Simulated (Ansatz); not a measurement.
Ansatz (a quantum-chemistry and plane-wave program) input (MP2/6-31G*):

Ansatz 0.2 input:
```yaml
crystal:
  periodic: [false, false, false]
  atoms:
    - {symbol: C, position_ang: [0.00327342, 0.02137882, 0.11257968]}
    - {symbol: C, position_ang: [0.09532447, 0.42175209, 1.31948097]}
    - {symbol: C, position_ang: [-0.04988734, -0.27325839, -1.20303702]}
    - {symbol: H, position_ang: [-0.15282464, -0.23863109, 2.15258061]}
    - {symbol: H, position_ang: [0.80620451, -0.68175225, -1.73348371]}
    - {symbol: H, position_ang: [-0.94564319, -0.09885182, -1.79323865]}
basis:
  gaussian:
    orbitals: 6-31G*
total_charge: -1
magnetization: {spin_polarized: false}
correlation: {method: mp2, electrons: outside_noble_gas}
relax: {f_tol: 0.003, max_steps: 120}
```

From the last part of the output:

```
mean field: 0.08 GiB planned
mean field -3134.82904903 eV, -115.2028426885 hartree, gradient 2.8e-6 eV, S^2 0.000000; 0 other end points of the search recorded, 0 dependent functions left out
3 core orbitals not correlated
reference -3134.82904903 eV, -115.2028426885 hartree; 8, 8 occupied and 40, 40 virtual orbitals, 588 factors
densities: 0.07 GiB planned
second order -10.39608161 eV of doubles, -0.00000000 eV of singles
the calculation of the forces begins
relax step   5: F+E_penalty+E_count = -3145.22513064 eV  Δ(F+E_penalty+E_count) = -1.155e-3 eV  max|allowed force component| = 5.369e-2 eV/Å  Δτ_max = 0.0139 Å  (40 SCF iters, accepted)
these checks for a lower state are left out or cut short: starts, cluster_reference, orbital_swaps, neighbouring_geometries, increment
integrals: 0.01 GiB planned
588 factors; integrals over basis functions are off by at most 4.2e-4 eV
mean field: 0.08 GiB planned
mean field -3134.82468712 eV, -115.2026823912 hartree, gradient 2.9e-6 eV, S^2 0.000000; 0 other end points of the search recorded, 0 dependent functions left out
3 core orbitals not correlated
reference -3134.82468712 eV, -115.2026823912 hartree; 8, 8 occupied and 40, 40 virtual orbitals, 588 factors
densities: 0.07 GiB planned
second order -10.40059895 eV of doubles, -0.00000000 eV of singles
the calculation of the forces begins
mean field evaluation 64: about -3134.8247 eV, gradient 2.9e-6 eV
relax step   6: F+E_penalty+E_count = -3145.22528607 eV  Δ(F+E_penalty+E_count) = -1.554e-4 eV  max|allowed force component| = 1.112e-1 eV/Å  Δτ_max = 0.0133 Å  (41 SCF iters, accepted)
these checks for a lower state are left out or cut short: starts, cluster_reference, orbital_swaps, neighbouring_geometries, increment
integrals: 0.01 GiB planned
588 factors; integrals over basis functions are off by at most 4.2e-4 eV
mean field: 0.08 GiB planned
mean field -3134.82608105 eV, -115.2027336171 hartree, gradient 2.9e-6 eV, S^2 0.000000; 0 other end points of the search recorded, 0 dependent functions left out
3 core orbitals not correlated
reference -3134.82608105 eV, -115.2027336171 hartree; 8, 8 occupied and 40, 40 virtual orbitals, 588 factors
densities: 0.07 GiB planned
second order -10.39930475 eV of doubles, -0.00000000 eV of singles
the calculation of the forces begins
relax step   7: F+E_penalty+E_count = -3145.22538580 eV  Δ(F+E_penalty+E_count) = -9.973e-5 eV  max|allowed force component| = 1.078e-3 eV/Å  Δτ_max = 0.0036 Å  (39 SCF iters, accepted)
these checks for a lower state are left out or cut short: cluster_reference
integrals: 0.01 GiB planned
588 factors; integrals over basis functions are off by at most 4.2e-4 eV
mean field: 0.08 GiB planned
mean field -3134.82608105 eV, -115.2027336171 hartree, gradient 2.9e-6 eV, S^2 0.000000; 1 other end points of the search recorded, 0 dependent functions left out
3 core orbitals not correlated
reference -3134.82608105 eV, -115.2027336171 hartree; 8, 8 occupied and 40, 40 virtual orbitals, 588 factors
densities: 0.07 GiB planned
second order -10.39930475 eV of doubles, -0.00000000 eV of singles
the calculation of the forces begins
Total energy: -3145.22538580 eV, -115.5849010177 hartree
Atom 0 at    -0.004722    -0.002491     0.114232 Å, force    -0.000057    -0.000213    -0.000268 eV/Å
Atom 1 at     0.089772     0.405755     1.326436 Å, force     0.000191     0.000629    -0.001078 eV/Å
Atom 2 at    -0.048260    -0.269836    -1.217368 Å, force     0.000023     0.000088     0.000489 eV/Å
Atom 3 at    -0.145516    -0.212169     2.196168 Å, force    -0.000171    -0.000626     0.000063 eV/Å
Atom 4 at     0.808417    -0.676727    -1.752422 Å, force     0.000178    -0.000015     0.000405 eV/Å
Atom 5 at    -0.943245    -0.093895    -1.812165 Å, force    -0.000165     0.000137     0.000389 eV/Å
Dipole moment:    -0.093003    -0.305233    -0.251010 e Å
Checks for a lower state left out: cluster_reference
```

The dipole moment of an ion depends on the origin.
